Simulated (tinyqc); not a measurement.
Coupled-perturbed Hartree-Fock on RHF in the sto-3g basis, for HF, spin multiplicity 1, step by step. One step of it, computed by the program tinyqc.

Question. Integrals over molecular orbitals. (pq|rs) = sum C_ip C_jq C_kr C_ls (ij|kl), one index at a time.

coefficients C:
```
              MO1        MO2        MO3       MO4        MO5        MO6
1F 1s    0.994761  -0.251178   0.076793  0.000000   0.000000   0.079079
1F 2s    0.022138   0.950165  -0.402611  0.000000   0.000000  -0.501469
1F 2px   0.000000   0.000000   0.000000  0.047160   0.998887   0.000000
1F 2py   0.000000   0.000000   0.000000  0.998887  -0.047160   0.000000
1F 2pz   0.002579   0.074455   0.696790  0.000000   0.000000  -0.813645
2H 1s   -0.005194   0.147602   0.537772  0.000000   0.000000   1.042606
```

core Hamiltonian H = T + V (hartree):
```
             1F 1s       1F 2s     1F 2px     1F 2py     1F 2pz      2H 1s
1F 1s   -40.571109   -9.519634   0.000000   0.000000  -0.013484  -1.762202
1F 2s    -9.519634  -11.046441   0.000000   0.000000  -0.163293  -3.729782
1F 2px    0.000000    0.000000  -8.709475   0.000000   0.000000   0.000000
1F 2py    0.000000    0.000000   0.000000  -8.709475   0.000000   0.000000
1F 2pz   -0.013484   -0.163293   0.000000   0.000000  -8.811803  -2.467674
2H 1s    -1.762202   -3.729782   0.000000   0.000000  -2.467674  -5.210937
```

Two-electron integrals (ij|kl) in chemists' order, unique and non-zero (hartree):
```
(11|11) 5.403501   (21|11) 0.841920   (21|21) 0.156299   (22|11) 1.268028
(22|21) 0.292344   (22|22) 0.926167   (31|31) 0.027998   (32|31) 0.043169
(32|32) 0.204588   (33|11) 1.264502   (33|21) 0.292403   (33|22) 0.925959
(33|33) 0.997514   (41|41) 0.027998   (42|41) 0.043169   (42|42) 0.204588
(43|43) 0.053770   (44|11) 1.264502   (44|21) 0.292403   (44|22) 0.925959
(44|33) 0.889973   (44|44) 0.997514   (51|51) 0.027998   (52|51) 0.043169
(52|52) 0.204588   (53|53) 0.053770   (54|54) 0.053770   (55|11) 1.264502
(55|21) 0.292403   (55|22) 0.925959   (55|33) 0.889973   (55|44) 0.889973
(55|55) 0.997514   (61|11) 0.157053   (61|21) 0.028899   (61|22) 0.053675
(61|33) 0.053594   (61|44) 0.053594   (61|51) 0.001185   (61|52) 0.002216
(61|55) 0.053844   (61|61) 0.005399   (62|11) 0.385294   (62|21) 0.089969
(62|22) 0.316567   (62|33) 0.312022   (62|44) 0.312022   (62|51) 0.006116
(62|52) 0.047109   (62|55) 0.325352   (62|61) 0.016862   (62|62) 0.131560
(63|31) 0.009567   (63|32) 0.056124   (63|53) 0.009994   (63|63) 0.019809
(64|41) 0.009567   (64|42) 0.056124   (64|54) 0.009994   (64|64) 0.019809
(65|11) 0.256794   (65|21) 0.060751   (65|22) 0.228873   (65|33) 0.218985
(65|44) 0.218985   (65|51) 0.013188   (65|52) 0.088574   (65|55) 0.248389
(65|61) 0.011881   (65|62) 0.116581   (65|65) 0.122350   (66|11) 0.526597
(66|21) 0.124990   (66|22) 0.506263   (66|33) 0.488630   (66|44) 0.488630
(66|51) 0.011034   (66|52) 0.118595   (66|55) 0.540934   (66|61) 0.023594
(66|62) 0.265470   (66|65) 0.273245   (66|66) 0.774606
```

Give: one-electron integrals over orbitals h = C^T H C; Two-electron integrals over orbitals.

Answer.

one-electron integrals over orbitals h = C^T H C (hartree):
```
          1        2        3        4        5        6
1  -40.5530   0.7058  -0.2060   0.0000   0.0000  -0.2158
2    0.7058  -9.1433   0.5606   0.0000   0.0000   1.1432
3   -0.2060   0.5606  -7.5161   0.0000   0.0000   1.9133
4    0.0000   0.0000   0.0000  -8.7095   0.0000   0.0000
5    0.0000   0.0000   0.0000   0.0000  -8.7095   0.0000
6   -0.2158   1.1432   1.9133   0.0000   0.0000  -6.1098
```

Two-electron integrals over orbitals (pq|rs), unique and non-zero (hartree):
```
(11|11) 5.3627    (21|11) -0.5068   (21|21) 0.0757    (22|11) 1.2036
(22|21) -0.0201   (22|22) 0.8576    (31|11) 0.1544    (31|21) -0.0213
(31|22) 0.0125    (31|31) 0.0224    (32|11) -0.1437   (32|21) 0.0083
(32|22) -0.0238   (32|31) 0.0209    (32|32) 0.1558    (33|11) 0.9898
(33|21) -0.0107   (33|22) 0.7485    (33|31) -0.0051   (33|32) -0.0445
(33|33) 0.7559    (41|41) 0.0296    (42|41) 0.0392    (42|42) 0.1818
(43|41) -0.0110   (43|42) -0.0413   (43|43) 0.0465    (44|11) 1.2640
(44|21) -0.0145   (44|22) 0.8801    (44|31) 0.0045    (44|32) -0.0772
(44|33) 0.7463    (44|44) 0.9975    (51|51) 0.0296    (52|51) 0.0392
(52|52) 0.1818    (53|51) -0.0110   (53|52) -0.0413   (53|53) 0.0465
(54|54) 0.0538    (55|11) 1.2640    (55|21) -0.0145   (55|22) 0.8801
(55|31) 0.0045    (55|32) -0.0772   (55|33) 0.7463    (55|44) 0.8900
(55|55) 0.9975    (61|11) 0.1604    (61|21) -0.0260   (61|22) 0.0006
(61|31) -0.0090   (61|32) -0.0250   (61|33) 0.0116    (61|44) 0.0044
(61|55) 0.0044    (61|61) 0.0251    (62|11) -0.2346   (62|21) 0.0052
(62|22) -0.1249   (62|31) -0.0202   (62|32) -0.0496   (62|33) -0.0355
(62|44) -0.1229   (62|55) -0.1229   (62|61) 0.0161    (62|62) 0.0961
(63|11) -0.3640   (63|21) 0.0063    (63|22) -0.1736   (63|31) 0.0022
(63|32) 0.0942    (63|33) -0.1205   (63|44) -0.2018   (63|55) -0.2018
(63|61) -0.0063   (63|62) 0.0551    (63|63) 0.1827    (64|41) -0.0103
(64|42) -0.0409   (64|43) -0.0156   (64|64) 0.0313    (65|51) -0.0103
(65|52) -0.0409   (65|53) -0.0156   (65|65) 0.0313    (66|11) 0.8825
(66|21) -0.0090   (66|22) 0.6775    (66|31) 0.0153    (66|32) 0.0683
(66|33) 0.6686    (66|44) 0.6489    (66|55) 0.6489    (66|61) -0.0095
(66|62) -0.0658   (66|63) -0.0157   (66|66) 0.7108
```
